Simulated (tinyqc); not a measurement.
UHF in the sto-3g basis, for H2O+, spin multiplicity 2, step by step (part 1 of 2). Computed by tinyqc, a small Python program that keeps every step (integrals from PySCF). Settings: charge = 1, multiplicity = 2, basis = sto-3g, energy threshold = 1e-10, iteration cap = 62, orthogonalisation = symmetric, start = Wolfsberg-Helmholz matrix, DIIS depth = 3, method = UHF. Command: `OMP_NUM_THREADS=1 python tinyqc.py 31147 31148 out.jsonl` (the two numbers bound the seeds that draw the settings). One thread of a shared host (Intel(R) Xeon(R) Processor @ 2.60GHz), about 0.1 s of CPU time with the checks. Later iterations appear only in the table of the cycle.

## One-electron integrals

Geometry (angstrom):

| atom | x | y | z |
|---|---|---|---|
| O | 0.000000 | 0.000000 | 0.000000 |
| H | 0.000000 | 1.045000 | 0.887000 |
| H | 0.000000 | -1.045000 | 0.887000 |

Basis sto-3g: exponents (1/bohr^2) and contraction coefficients of normalised primitives:

| element | l (shell) | exponent | coefficient |
|---|---|---|---|
| O | s (1) | 130.709320 | 0.154329 |
| O | s (1) | 23.808861 | 0.535328 |
| O | s (1) | 6.443608 | 0.444635 |
| O | s (2) | 5.033151 | -0.099967 |
| O | s (2) | 1.169596 | 0.399513 |
| O | s (2) | 0.380389 | 0.700115 |
| O | p (3) | 5.033151 | 0.155916 |
| O | p (3) | 1.169596 | 0.607684 |
| O | p (3) | 0.380389 | 0.391957 |
| H | s (1) | 3.425251 | 0.154329 |
| H | s (1) | 0.623914 | 0.535328 |
| H | s (1) | 0.168855 | 0.444635 |

Overlap, kinetic and nuclear-attraction integrals over the contracted functions; the nuclear repulsion is the sum of Za Zb / Rab.

nuclear repulsion = 6.43025076 hartree

overlap S, lower triangle:
```
           1O 1s     1O 2s    1O 2px     1O 2py    1O 2pz     2H 1s     3H 1s
1O 1s   1.000000
1O 2s   0.236704  1.000000
1O 2px  0.000000  0.000000  1.000000
1O 2py  0.000000  0.000000  0.000000   1.000000
1O 2pz  0.000000  0.000000  0.000000   0.000000  1.000000
2H 1s   0.020490  0.249400  0.000000   0.182820  0.155178  1.000000
3H 1s   0.020490  0.249400  0.000000  -0.182820  0.155178  0.102659  1.000000
```

kinetic energy T (hartree), lower triangle:
```
            1O 1s     1O 2s    1O 2px     1O 2py    1O 2pz      2H 1s     3H 1s
1O 1s   29.003200
1O 2s   -0.168011  0.808128
1O 2px   0.000000  0.000000  2.528731
1O 2py   0.000000  0.000000  0.000000   2.528731
1O 2pz   0.000000  0.000000  0.000000   0.000000  2.528731
2H 1s   -0.006581  0.007820  0.000000   0.051699  0.043882   0.760032
3H 1s   -0.006581  0.007820  0.000000  -0.051699  0.043882  -0.010947  0.760032
```

nuclear attraction V (hartree), lower triangle:
```
             1O 1s      1O 2s     1O 2px     1O 2py     1O 2pz      2H 1s      3H 1s
1O 1s   -61.390587
1O 2s    -7.365846  -9.823520
1O 2px    0.000000   0.000000  -9.717427
1O 2py    0.000000   0.000000   0.000000  -9.775617
1O 2pz   -0.009798  -0.122953   0.000000   0.000000  -9.759351
2H 1s    -0.651546  -1.759408   0.000000  -1.110817  -0.966591  -4.546715
3H 1s    -0.651546  -1.759408   0.000000   1.110817  -0.966591  -0.513598  -4.546715
```

core Hamiltonian H = T + V (hartree), lower triangle:
```
             1O 1s      1O 2s     1O 2px     1O 2py     1O 2pz      2H 1s      3H 1s
1O 1s   -32.387387
1O 2s    -7.533857  -9.015392
1O 2px    0.000000   0.000000  -7.188696
1O 2py    0.000000   0.000000   0.000000  -7.246886
1O 2pz   -0.009798  -0.122953   0.000000   0.000000  -7.230620
2H 1s    -0.658127  -1.751588   0.000000  -1.059118  -0.922709  -3.786684
3H 1s    -0.658127  -1.751588   0.000000   1.059118  -0.922709  -0.524545  -3.786684
```

## Two-electron integrals

Functions are numbered as in S; the eight-fold symmetry (ij|kl) = (ji|kl) = (kl|ij) leaves the list below.

Two-electron integrals (ij|kl) in chemists' order, unique and non-zero (hartree):
```
(11|11) 4.785065    (21|11) 0.741380    (21|21) 0.136873    (22|11) 1.118947
(22|21) 0.256633    (22|22) 0.817206    (31|31) 0.024477    (32|31) 0.037809
(32|32) 0.180518    (33|11) 1.115814    (33|21) 0.256684    (33|22) 0.817023
(33|33) 0.880159    (41|41) 0.024477    (42|41) 0.037809    (42|42) 0.180518
(43|43) 0.047444    (44|11) 1.115814    (44|21) 0.256684    (44|22) 0.817023
(44|33) 0.785270    (44|44) 0.880159    (51|51) 0.024477    (52|51) 0.037809
(52|52) 0.180518    (53|53) 0.047444    (54|54) 0.047444    (55|11) 1.115814
(55|21) 0.256684    (55|22) 0.817023    (55|33) 0.785270    (55|44) 0.785270
(55|55) 0.880159    (61|11) 0.064843    (61|21) 0.011885    (61|22) 0.022194
(61|33) 0.022155    (61|41) 0.000390    (61|42) 0.000741    (61|44) 0.022225
(61|51) 0.000331    (61|52) 0.000629    (61|54) 0.000059    (61|55) 0.022205
(61|61) 0.001044    (62|11) 0.188099    (62|21) 0.043817    (62|22) 0.158522
(62|33) 0.155685    (62|41) 0.002466    (62|42) 0.020460    (62|44) 0.160538
(62|51) 0.002093    (62|52) 0.017366    (62|54) 0.004119    (62|55) 0.159181
(62|61) 0.003883    (62|62) 0.041173    (63|31) 0.004194    (63|32) 0.025809
(63|43) 0.004036    (63|53) 0.003426    (63|63) 0.005340    (64|11) 0.113686
(64|21) 0.026791    (64|22) 0.103606    (64|33) 0.099178    (64|41) 0.005478
(64|42) 0.038078    (64|44) 0.110209    (64|51) 0.001089    (64|52) 0.010414
(64|54) 0.005937    (64|55) 0.101310    (64|61) 0.002456    (64|62) 0.032804
(64|64) 0.031217    (65|11) 0.096497    (65|21) 0.022740    (65|22) 0.087941
(65|33) 0.084183    (65|41) 0.001089    (65|42) 0.010414    (65|44) 0.086694
(65|51) 0.005119    (65|52) 0.034648    (65|54) 0.006167    (65|55) 0.092844
(65|61) 0.002084    (65|62) 0.027844    (65|64) 0.021964    (65|65) 0.023983
(66|11) 0.383265    (66|21) 0.090656    (66|22) 0.378157    (66|33) 0.365371
(66|41) 0.005472    (66|42) 0.064759    (66|44) 0.387458    (66|51) 0.004645
(66|52) 0.054967    (66|54) 0.018748    (66|55) 0.381284    (66|61) 0.008059
(66|62) 0.135077    (66|64) 0.123413    (66|65) 0.104753    (66|66) 0.774606
(71|11) 0.064843    (71|21) 0.011885    (71|22) 0.022194    (71|33) 0.022155
(71|41) -0.000390   (71|42) -0.000741   (71|44) 0.022225    (71|51) 0.000331
(71|52) 0.000629    (71|54) -0.000059   (71|55) 0.022205    (71|61) 0.001030
(71|62) 0.003775    (71|64) 0.002225    (71|65) 0.002030    (71|66) 0.007811
(71|71) 0.001044    (72|11) 0.188099    (72|21) 0.043817    (72|22) 0.158522
(72|33) 0.155685    (72|41) -0.002466   (72|42) -0.020460   (72|44) 0.160538
(72|51) 0.002093    (72|52) 0.017366    (72|54) -0.004119   (72|55) 0.159181
(72|61) 0.003775    (72|62) 0.032056    (72|64) 0.017992    (72|65) 0.021051
(72|66) 0.083357    (72|71) 0.003883    (72|72) 0.041173    (73|31) 0.004194
(73|32) 0.025809    (73|43) -0.004036   (73|53) 0.003426    (73|63) 0.003989
(73|73) 0.005340    (74|11) -0.113686   (74|21) -0.026791   (74|22) -0.103606
(74|33) -0.099178   (74|41) 0.005478    (74|42) 0.038078    (74|44) -0.110209
(74|51) -0.001089   (74|52) -0.010414   (74|54) 0.005937    (74|55) -0.101310
(74|61) -0.002225   (74|62) -0.017992   (74|64) -0.006472   (74|65) -0.011641
(74|66) -0.044759   (74|71) -0.002456   (74|72) -0.032804   (74|74) 0.031217
(75|11) 0.096497    (75|21) 0.022740    (75|22) 0.087941    (75|33) 0.084183
(75|41) -0.001089   (75|42) -0.010414   (75|44) 0.086694    (75|51) 0.005119
(75|52) 0.034648    (75|54) -0.006167   (75|55) 0.092844    (75|61) 0.002030
(75|62) 0.021051    (75|64) 0.011641    (75|65) 0.017608    (75|66) 0.059307
(75|71) 0.002084    (75|72) 0.027844    (75|74) -0.021964   (75|75) 0.023983
(76|11) 0.050446    (76|21) 0.011881    (76|22) 0.047441    (76|33) 0.046277
(76|44) 0.047062    (76|51) 0.000834    (76|52) 0.008621    (76|55) 0.048935
(76|61) 0.001044    (76|62) 0.012708    (76|64) 0.008925    (76|65) 0.009719
(76|66) 0.046979    (76|71) 0.001044    (76|72) 0.012708    (76|74) -0.008925
(76|75) 0.009719    (76|76) 0.005358    (77|11) 0.383265    (77|21) 0.090656
(77|22) 0.378157    (77|33) 0.365371    (77|41) -0.005472   (77|42) -0.064759
(77|44) 0.387458    (77|51) 0.004645    (77|52) 0.054967    (77|54) -0.018748
(77|55) 0.381284    (77|61) 0.007811    (77|62) 0.083357    (77|64) 0.044759
(77|65) 0.059307    (77|66) 0.252585    (77|71) 0.008059    (77|72) 0.135077
(77|74) -0.123413   (77|75) 0.104753    (77|76) 0.046979    (77|77) 0.774606
```

## Orthogonalisation

S = U s U^T; symmetric (Loewdin) form X = U s^(-1/2) U^T, so that X^T S X = 1.

eigenvalues of S: 0.583688  0.685079  0.887541  1.000000  1.110676  1.212263  1.520754

X, lower triangle:
```
            1O 1s      1O 2s    1O 2px     1O 2py     1O 2pz      2H 1s     3H 1s
1O 1s    1.022741
1O 2s   -0.128817   1.073243
1O 2px   0.000000   0.000000  1.000000
1O 2py   0.000000   0.000000  0.000000   1.029005
1O 2pz  -0.003700   0.031119  0.000000   0.000000   1.018868
2H 1s    0.013136  -0.131810  0.000000  -0.104012  -0.080257   1.051355
3H 1s    0.013136  -0.131810  0.000000   0.104012  -0.080257  -0.036056  1.051355
```

## Starting guess

The start is the generalised Wolfsberg-Helmholz matrix (K = 1.75) built on H; D(s) = C_occ C_occ^T for each spin.

D(alpha) at the start, lower triangle:
```
            1O 1s      1O 2s    1O 2px     1O 2py    1O 2pz     2H 1s     3H 1s
1O 1s    1.044617
1O 2s   -0.190350   0.826375
1O 2px   0.000000   0.000000  1.000000
1O 2py   0.000000   0.000000  0.000000   0.897197
1O 2pz   0.029415  -0.108841  0.000000   0.000000  0.950705
2H 1s   -0.051975   0.156396  0.000000   0.108424  0.058245  0.049607
3H 1s   -0.051975   0.156396  0.000000  -0.108424  0.058245  0.023401  0.049607
```

D(beta) at the start, lower triangle:
```
            1O 1s      1O 2s    1O 2px     1O 2py    1O 2pz     2H 1s     3H 1s
1O 1s    1.044617
1O 2s   -0.190350   0.826375
1O 2px   0.000000   0.000000  0.000000
1O 2py   0.000000   0.000000  0.000000   0.897197
1O 2pz   0.029415  -0.108841  0.000000   0.000000  0.950705
2H 1s   -0.051975   0.156396  0.000000   0.108424  0.058245  0.049607
3H 1s   -0.051975   0.156396  0.000000  -0.108424  0.058245  0.023401  0.049607
```

## Iteration 1: building the Fock matrix

J_ij = sum D_kl (ij|kl) with D = D(alpha) + D(beta), K_ij = sum D_kl (ik|jl) for each spin; F = H + J - K(s); E = tr D H + tr D J / 2 - 0.5 sum_s tr D(s) K(s) + E_nn.

Coulomb J (hartree), lower triangle:
```
            1O 1s      1O 2s    1O 2px     1O 2py    1O 2pz     2H 1s     3H 1s
1O 1s   16.954341
1O 2s    3.177005   7.728985
1O 2px   0.000000   0.000000  7.656113
1O 2py   0.000000   0.000000  0.000000   7.752729
1O 2pz  -0.006769  -0.015785  0.000000   0.000000  7.755291
2H 1s    0.276147   1.461226  0.000000   0.946015  0.802618  3.469739
3H 1s    0.276147   1.461226  0.000000  -0.946015  0.802618  0.432432  3.469739
```

exchange K(alpha) (hartree), lower triangle:
```
           1O 1s      1O 2s    1O 2px     1O 2py    1O 2pz     2H 1s     3H 1s
1O 1s   4.893486
1O 2s   0.856597   1.343261
1O 2px  0.000000   0.000000  1.146722
1O 2py  0.000000   0.000000  0.000000   1.117234
1O 2pz  0.002468  -0.040074  0.000000   0.000000  1.135255
2H 1s   0.076419   0.310032  0.000000   0.183611  0.145925  0.208178
3H 1s   0.076419   0.310032  0.000000  -0.183611  0.145925  0.076684  0.208178
```

exchange K(beta) (hartree), lower triangle:
```
           1O 1s      1O 2s    1O 2px     1O 2py    1O 2pz     2H 1s     3H 1s
1O 1s   4.869008
1O 2s   0.818789   1.162743
1O 2px  0.000000   0.000000  0.266563
1O 2py  0.000000   0.000000  0.000000   1.069790
1O 2pz  0.002468  -0.040074  0.000000   0.000000  1.087811
2H 1s   0.072225   0.284223  0.000000   0.179574  0.142499  0.202838
3H 1s   0.072225   0.284223  0.000000  -0.179574  0.142499  0.072695  0.202838
```

F(alpha) (hartree), lower triangle:
```
             1O 1s      1O 2s     1O 2px     1O 2py     1O 2pz      2H 1s      3H 1s
1O 1s   -20.326532
1O 2s    -5.213450  -2.629667
1O 2px    0.000000   0.000000  -0.679305
1O 2py    0.000000   0.000000   0.000000  -0.611391
1O 2pz   -0.019035  -0.098664   0.000000   0.000000  -0.610584
2H 1s    -0.458399  -0.600395   0.000000  -0.296714  -0.266017  -0.525123
3H 1s    -0.458399  -0.600395   0.000000   0.296714  -0.266017  -0.168796  -0.525123
```

F(beta) (hartree), lower triangle:
```
             1O 1s      1O 2s    1O 2px     1O 2py     1O 2pz      2H 1s      3H 1s
1O 1s   -20.302055
1O 2s    -5.175641  -2.449149
1O 2px    0.000000   0.000000  0.200854
1O 2py    0.000000   0.000000  0.000000  -0.563947
1O 2pz   -0.019035  -0.098664  0.000000   0.000000  -0.563140
2H 1s    -0.454205  -0.574586  0.000000  -0.292678  -0.262591  -0.519783
3H 1s    -0.454205  -0.574586  0.000000   0.292678  -0.262591  -0.164807  -0.519783
```

total energy of this density = -74.22958343 hartree

## Iteration 1: diagonalisation and new density

Diagonalise F' = X^T F X, C = X C', fill 5 alpha and 4 beta electrons from the bottom; D(s) = C_occ C_occ^T. Each column has its largest component positive (the first on a tie).

F' = X^T F X (alpha) (hartree), lower triangle:
```
            1          2          3          4          5          6          7
1  -19.952176
2   -2.677558  -1.642914
3    0.000000   0.000000  -0.679305
4    0.000000   0.000000   0.000000  -0.528055
5   -0.028952  -0.024227   0.000000   0.000000  -0.558055
6   -0.009038  -0.280117   0.000000  -0.232690  -0.180784  -0.353122
7   -0.009038  -0.280117   0.000000   0.232690  -0.180784  -0.052788  -0.353122
```

orbital energies (alpha) (hartree): MO1 -20.336002, MO2 -1.425928, MO3 -0.762409, MO4 -0.679305, MO5 -0.669779, MO6 -0.127346, MO7 -0.065980

coefficients C (alpha):
```
              MO1        MO2        MO3       MO4        MO5        MO6        MO7
1O 1s    0.994173  -0.244069   0.000000  0.000000   0.081959   0.091016   0.000000
1O 2s    0.024145   0.920371   0.000000  0.000000  -0.367251  -0.470768   0.000000
1O 2px   0.000000   0.000000   0.000000  1.000000   0.000000   0.000000   0.000000
1O 2py   0.000000   0.000000   0.752847  0.000000   0.000000   0.000000   0.716736
1O 2pz   0.002057   0.121414   0.000000  0.000000   0.828126  -0.592805   0.000000
2H 1s   -0.003334   0.143399   0.361320  0.000000   0.258188   0.672434  -0.686657
3H 1s   -0.003334   0.143399  -0.361320  0.000000   0.258188   0.672434   0.686657
```

F' = X^T F X (beta) (hartree), lower triangle:
```
            1          2         3          4          5          6          7
1  -19.933486
2   -2.663184  -1.459037
3    0.000000   0.000000  0.200854
4    0.000000   0.000000  0.000000  -0.479517
5   -0.028785  -0.022291  0.000000   0.000000  -0.509890
6   -0.009795  -0.277250  0.000000  -0.233317  -0.181206  -0.351954
7   -0.009795  -0.277250  0.000000   0.233317  -0.181206  -0.052418  -0.351954
```

orbital energies (beta) (hartree): MO1 -20.310024, MO2 -1.278325, MO3 -0.731538, MO4 -0.617896, MO5 -0.100540, MO6 -0.047514, MO7 0.200854

coefficients C (beta):
```
              MO1        MO2        MO3        MO4        MO5        MO6       MO7
1O 1s    0.994696  -0.233212   0.000000   0.096757   0.098899   0.000000  0.000000
1O 2s    0.022066   0.877357   0.000000  -0.426445  -0.502059   0.000000  0.000000
1O 2px   0.000000   0.000000   0.000000   0.000000   0.000000   0.000000  1.000000
1O 2py   0.000000   0.000000   0.728473   0.000000   0.000000   0.741496  0.000000
1O 2pz   0.001971   0.148049   0.000000   0.814365  -0.605676   0.000000  0.000000
2H 1s   -0.003084   0.184966   0.384066   0.254411   0.663669  -0.674198  0.000000
3H 1s   -0.003084   0.184966  -0.384066   0.254411   0.663669   0.674198  0.000000
```

D(alpha) after iteration 1, lower triangle:
```
            1O 1s      1O 2s    1O 2px     1O 2py    1O 2pz      2H 1s     3H 1s
1O 1s    1.054668
1O 2s   -0.230729   0.982539
1O 2px   0.000000   0.000000  1.000000
1O 2py   0.000000   0.000000  0.000000   0.566779
1O 2pz   0.040284  -0.192335  0.000000   0.000000  0.700538
2H 1s   -0.017153   0.037080  0.000000   0.272019  0.231216   0.217788
3H 1s   -0.017153   0.037080  0.000000  -0.272019  0.231216  -0.043317  0.217788
```

D(beta) after iteration 1, lower triangle:
```
            1O 1s      1O 2s    1O 2px     1O 2py    1O 2pz      2H 1s     3H 1s
1O 1s    1.053170
1O 2s   -0.223923   0.952098
1O 2px   0.000000   0.000000  0.000000
1O 2py   0.000000   0.000000  0.000000   0.530673
1O 2pz   0.046230  -0.217347  0.000000   0.000000  0.685112
2H 1s   -0.021587   0.053720  0.000000   0.279782  0.234562   0.246454
3H 1s   -0.021587   0.053720  0.000000  -0.279782  0.234562  -0.048560  0.246454
```

## Iteration 2: building the Fock matrix

As before.

Coulomb J (hartree), lower triangle:
```
            1O 1s     1O 2s    1O 2px     1O 2py    1O 2pz     2H 1s     3H 1s
1O 1s   16.298820
1O 2s    3.026362  7.341025
1O 2px   0.000000  0.000000  7.288856
1O 2py   0.000000  0.000000  0.000000   7.349243
1O 2pz  -0.009934  0.001832  0.000000   0.000000  7.361839
2H 1s    0.263069  1.415275  0.000000   0.926067  0.792098  3.576800
3H 1s    0.263069  1.415275  0.000000  -0.926067  0.792098  0.431021  3.576800
```

exchange K(alpha) (hartree), lower triangle:
```
           1O 1s      1O 2s    1O 2px     1O 2py    1O 2pz     2H 1s     3H 1s
1O 1s   4.892928
1O 2s   0.832435   1.312145
1O 2px  0.000000   0.000000  1.139102
1O 2py  0.000000   0.000000  0.000000   0.910108
1O 2pz  0.001698  -0.065198  0.000000   0.000000  0.982942
2H 1s   0.077286   0.297691  0.000000   0.226752  0.195381  0.360719
3H 1s   0.077286   0.297691  0.000000  -0.226752  0.195381  0.064097  0.360719
```

exchange K(beta) (hartree), lower triangle:
```
           1O 1s      1O 2s    1O 2px     1O 2py    1O 2pz     2H 1s     3H 1s
1O 1s   4.865656
1O 2s   0.792977   1.113402
1O 2px  0.000000   0.000000  0.253560
1O 2py  0.000000   0.000000  0.000000   0.832932
1O 2pz  0.001330  -0.082214  0.000000   0.000000  0.920030
2H 1s   0.072892   0.275623  0.000000   0.225484  0.191665  0.380559
3H 1s   0.072892   0.275623  0.000000  -0.225484  0.191665  0.062481  0.380559
```

F(alpha) (hartree), lower triangle:
```
             1O 1s      1O 2s     1O 2px     1O 2py     1O 2pz      2H 1s      3H 1s
1O 1s   -20.981495
1O 2s    -5.339930  -2.986512
1O 2px    0.000000   0.000000  -1.038942
1O 2py    0.000000   0.000000   0.000000  -0.807751
1O 2pz   -0.021430  -0.055924   0.000000   0.000000  -0.851723
2H 1s    -0.472343  -0.634005   0.000000  -0.359803  -0.325992  -0.570603
3H 1s    -0.472343  -0.634005   0.000000   0.359803  -0.325992  -0.157620  -0.570603
```

F(beta) (hartree), lower triangle:
```
             1O 1s      1O 2s     1O 2px     1O 2py     1O 2pz      2H 1s      3H 1s
1O 1s   -20.954224
1O 2s    -5.300472  -2.787769
1O 2px    0.000000   0.000000  -0.153400
1O 2py    0.000000   0.000000   0.000000  -0.730575
1O 2pz   -0.021062  -0.038907   0.000000   0.000000  -0.788811
2H 1s    -0.467949  -0.611937   0.000000  -0.358536  -0.322276  -0.590443
3H 1s    -0.467949  -0.611937   0.000000   0.358536  -0.322276  -0.156004  -0.590443
```

total energy of this density = -74.53226994 hartree
